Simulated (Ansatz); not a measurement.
Program: Ansatz. Geometries: PBE0-D4/def2-TZVP. ΔE: electronic, gas phase. CCSD(T)/CBS adds triple-zeta CCSD(T) − MP2 to the extrapolated MP2 energy (def2 sets, frozen cores). This one scheme is used for every species, atoms too. Functionals use def2-TZVPP. B3LYP here is the variant with VWN-RPA as its local correlation; programs differ in this. HSE06 is defined as in plane-wave codes. Open shells (•) are unrestricted, without spin–orbit coupling. Spin–orbit coupling would lower the free atoms: a little for C, F, S. One conformer a species, not always the lowest.

`NC(F)(F)S` → C• + 2 F• + 3 H• + N• + S•  (atomization)

`NC(F)(F)S`:

```xyz
8

N    -1.071   -0.689   -0.019
C     0.253   -0.230    0.085
F     0.708   -0.496    1.328
F     1.024   -0.929   -0.776
S     0.432    1.557   -0.256
H    -1.674   -0.239    0.656
H    -1.432   -0.572   -0.955
H     1.761    1.598   -0.064
```

```csv
level,ΔE (kJ/mol),difference from CCSD(T)/CBS
LDA (SPW92),3403.7,593.0
PBE-D4,2937.1,126.4
revPBE-D4,2832.7,22.0
BLYP-D4,2837.5,26.8
r2SCAN-D4,2825.2,14.5
PBE0-D4,2828.6,17.9
B3LYP-D4,2806.0,-4.7
r2SCANh-D4,2790.0,-20.7
r2SCAN0-D4,2739.5,-71.2
HSE06-D4,2831.9,21.2
BHLYP-D4,2659.6,-151.1
CAM-B3LYP-D4,2830.7,20.0
ωB97X-V,2835.7,25.0
ωB97M-V,2838.5,27.8
B2PLYP,2772.5,-38.2
PBE-QIDH,2779.3,-31.4
PBE,2922.4,111.7
revPBE,2780.8,-29.9
BLYP,2803.6,-7.1
r2SCAN,2821.7,11.0
PBE0,2816.4,5.7
B3LYP,2782.0,-28.7
r2SCANh,2786.4,-24.3
r2SCAN0,2735.5,-75.2
HSE06,2820.6,9.9
BHLYP,2642.9,-167.8
CAM-B3LYP,2818.6,7.9
HF/def2-SVP,1827.2,-983.5
MP2/def2-SVP,2677.5,-133.2
CCSD/def2-SVP,2570.1,-240.6
CCSD(T)/def2-SVP,2610.4,-200.3
HF/def2-TZVPP,1814.5,-996.2
MP2/def2-TZVPP,2799.0,-11.7
CCSD/def2-TZVPP,2648.7,-162.0
HF/def2-QZVPP,1819.0,-991.7
MP2/def2-QZVPP,2857.3,46.6
SCS-MP2/def2-QZVPP,2824.9,14.2
HF/CBS(def2),1819.7,-991.0
MP2/CBS(def2),2897.9,87.2
CCSD/CBS(def2),2747.5,-63.2
CCSD(T)/CBS,2810.7,0
```

Largest T1 diagnostic among the species: 0.012.

In def2-TZVPP, CCSD(T) changes the Hartree–Fock value by +897.3 kJ/mol (the triples alone add +63.2 kJ/mol) and MP2 by +984.5 kJ/mol; breaking electron pairs costs correlation energy, which Hartree–Fock lacks. At CCSD(T), def2-SVP lies −200.3 kJ/mol from the extrapolated value and def2-TZVPP −98.9 kJ/mol: correlation converges slowly with the basis, and small sets miss more of it in the bonded molecule than in its fragments. From PBE to PBE0 (25 % exact exchange), in def2-TZVPP and without D4, ΔE moves by −106.0 kJ/mol: exact exchange takes away binding that semilocal exchange gives to molecules.

For atomizations the MP2-based limit and the directly extrapolated one differ by several kJ/mol either way, and by 10 to 25 for some Ge, Se and Sn compounds, so smaller differences from it don't rank the levels.
